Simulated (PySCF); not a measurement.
Bonds (- single, = double, # triple, : aromatic): C1-C2, C2-C3, C3-C4, C4=O5, C4-Cl6. C1 carries H7, H8, H9; C2 carries H10, H11; C3 carries H12, H13.

GIAO shifts from PySCF 2.14 on PBE0-D3(BJ)/def2-TZVP geometries (one conformer, non-relativistic, equivalent nuclei averaged), against TMS at the same level and in the same medium; PCM means IEF-PCM chloroform.

Measured (solution, not stated per compound (mostly CDCl3 or CCl4); Pretsch, Buehlmann, Badertscher, Structure Determination of Organic Compounds, 4th ed. (2009)): C3 48.9, C2 18.8, C1 13.0, H12/H13 2.87, H10/H11 1.74, H7/H8/H9 1.00 ppm.

Which unscaled values do B97-2/pcSseg-2, gas; WP04/pcSseg-2, PCM; wB97X-D/pcSseg-2, PCM give, and how close are they?

Results:


```tsv
atoms	measured	B97-2/pcSseg-2, gas	WP04/pcSseg-2, PCM	wB97X-D/pcSseg-2, PCM
C3	48.9	53.5	55.9	55.2
C2	18.8	22.8	25.8	22.5
C1	13.0	15.6	16.8	15.1
H12/H13	2.87	2.88	3.07	3.04
H10/H11	1.74	1.65	1.68	1.61
H7/H8/H9	1.00	0.91	0.94	0.92
```

Mean absolute error for ¹³C: B97-2/pcSseg-2, gas 3.7, WP04/pcSseg-2, PCM 5.9, wB97X-D/pcSseg-2, PCM 4.0 ppm.

Mean absolute error for ¹H: B97-2/pcSseg-2, gas 0.06, WP04/pcSseg-2, PCM 0.11, wB97X-D/pcSseg-2, PCM 0.13 ppm.

Carbons that carry Cl, above all several Cl atoms, come out too deshielded, partly because spin–orbit coupling is missing.
